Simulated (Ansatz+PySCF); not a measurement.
singlet CH(+): levels of theory in one basis

```xyz
2

C     0.0000    0.0000   -0.1967
H     0.0000    0.0000    1.1800
```

Basis set: 6-31G (spherical functions). Correlated methods keep 1 orbital frozen. Charge 1, multiplicity 1.

Computed with Ansatz (development build ahead of 0.2.0); each method stands on the lowest determinant of its kind that the runs found.

```tsv
method	E − E(RHF) (eV)	<S²> of the determinant
RHF	0.00	0.00
UHF	-0.23	0.50
UHF-MP2	-1.29	0.50
RHF-CCSD	-2.19	–
UHF-CCSD	-2.19	0.50
RHF-CCSD(T)	-2.21	–
UHF-CCSD(T)	-2.21	0.50
full CI (lowest root of this spin)	-2.22	–
```

**Question.** What does RHF-MP2 give on the same scale?

**Answer.** -1.34 eV.

At such a shape the full CI root can have another spatial symmetry than the determinants, so the rows needn't describe one state.

**Question.** Is a single determinant a sound starting point here?

**Answer.** Only with care. Unrestricted orbitals gain 0.23 eV and <S²> is 0.50 against 0.00 for a pure state, so spin symmetry breaks but gains little energy; restricted orbitals can still serve.

Caution for UHF, UHF-MP2, UHF-CCSD, UHF-CCSD(T): the unrestricted determinant is spin contaminated. Caution for RHF-MP2, UHF-MP2, RHF-CCSD, UHF-CCSD, RHF-CCSD(T), UHF-CCSD(T): bonds are stretched, where a single reference can fail. Caution for UHF-MP2, UHF-CCSD, UHF-CCSD(T): a plain start can end on a higher determinant. Caution for UHF-MP2: another reference gives a lower total.
